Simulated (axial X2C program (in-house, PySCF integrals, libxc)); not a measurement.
**Linear HPH⁻ at several levels**

One table from this session's results is given with a row withheld; the runs are named, their logs left out.

Program: an in-house X2C program for linear molecules on PySCF integrals. Level of theory: all-electron X2C, two-component (2c) or spin-free, H dyall-v3z, P dyall-v3z. These are calculated values, not measurements.

All values are calculated.

2 further runs of the same task are left out: 2 set aside as unsound or not needed.

The first run:

The input, task.json:

```json
{"zs": [1, 15, 1], "q": -1, "bas": ["dyall-v3z", "dyall-v3z", "dyall-v3z"], "r0": [1.43, 1.43], "symm": 1, "scan": ["PBE0", "HF", "PBE"], "levels": ["PBE0", "HF", "B3LYP"], "nst": 2}
```

Keys: zs atomic numbers; q charge; bas basis sets; r0 starting distance in Å; symm equal bonds; scan levels of the two-bond scan (MP2 follows by itself at each HF point); levels methods; nst determinants followed.

On the command line:

```sh
python solin.py task.json out
```

Masses H 1.008, P 30.974, H 1.008 u.

Among the steps run: Scan at PBE0, 2c; Scan at HF, 2c; Scan at PBE, 2c.

One of the session's tables, all rows but one given; the rest of the session is left out.

```
          level  r(H–P) (Å)  r(P–H) (Å)  lower stretch (cm⁻¹)  upper stretch (cm⁻¹)
       PBE0, 2c       1.372       1.372                2650.0                2790.2
         HF, 2c       1.362       1.362                2746.8                2891.7
        PBE, 2c       1.380       1.380                2581.2                2721.0
        MP2, 2c           ?           ?                     ?                     ?
PBE0, spin-free       1.372       1.372                2650.4                2790.7
  HF, spin-free       1.362       1.362                2747.1                2892.2
 PBE, spin-free       1.380       1.380                2581.7                2721.6
 MP2, spin-free       1.368       1.368                2674.8                2818.8
```

Estimate the missing values for MP2, 2c.

As computed: r(H–P) (Å): 1.368; r(P–H) (Å): 1.368; lower stretch (cm⁻¹): 2674.4; upper stretch (cm⁻¹): 2818.3.

Scans not shown above were run alike.

In words: Over the levels the H–P bond spans 1.362 to 1.380 Å and the P–H bond 1.362 to 1.380 Å. At PBE0 spin–orbit coupling leaves both bonds unchanged to 0.001 Å. Each state is one determinant, the lowest of a limited PBE0 search; the stretches come from a fit to few points and are good to some per cent at best. MP2 freezes inner shells (threshold -2 hartree). For an anion the highest level of a functional can be positive, and the basis then holds the extra electron. The molecule was held linear; bending was not examined, so a bent shape may lie lower.
